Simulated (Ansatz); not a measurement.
# HAlB, quartet: reading a ladder of total energies

Geometry: a point of a stretch scan, not a stationary point.

```xyz
3

B     0.0000    0.0000    1.7607
Al    0.0000    0.0000   -0.1763
H     0.0000    0.0000   -1.5843
```

Basis 6-31G; Ansatz 0.2.0. Correlated methods freeze the noble-gas cores, which leaves 7 electrons in 18 orbitals. Prefix R: restricted or restricted open-shell reference; prefix U: unrestricted.

Full CI is exact within this basis and frozen core; it isn't the basis-set limit. The frozen core follows each run's orbitals, which can shift R against U totals by a few meV.

Runs differ by some tens of microhartree through their thresholds and, for an open shell, their frozen cores, so steps under 0.1 kcal/mol mean nothing.

```
    level  total energy (hartree)
      UHF             -266.980516
     UMP2             -267.036702
    UCCSD             -267.057500
 UCCSD(T)             -267.059663
   UCCSDT             -267.060515
UCCSDT(Q)             -267.060725
  UCCSDTQ             -267.060789
  full CI             -267.060793
```

Problem. What is the correlation energy at full CI, and what share of it do UMP2 and UCCSDT recover?

Solution. E(corr) = -267.060793 − (-266.980516) = -0.080277 hartree = -2.184 eV. UMP2: -0.056186 / -0.080277 = 69.99 %. UCCSDT: -0.079999 / -0.080277 = 99.65 %.

Problem. By how many kcal/mol does UCCSD(T) miss full CI (1 hartree = 627.509 kcal/mol), and which steps make up the rest?

Solution. -267.059663 − (-267.060793) = 0.001130 hartree = 0.71 kcal/mol. Steps: UCCSDT − UCCSD(T) = -0.53, UCCSDT(Q) − UCCSDT = -0.13, UCCSDTQ − UCCSDT(Q) = -0.04, full CI − UCCSDTQ = 0.00 kcal/mol. That is within 1 kcal/mol of the reference in this basis, which itself misses far more of the correlation at the basis-set limit.
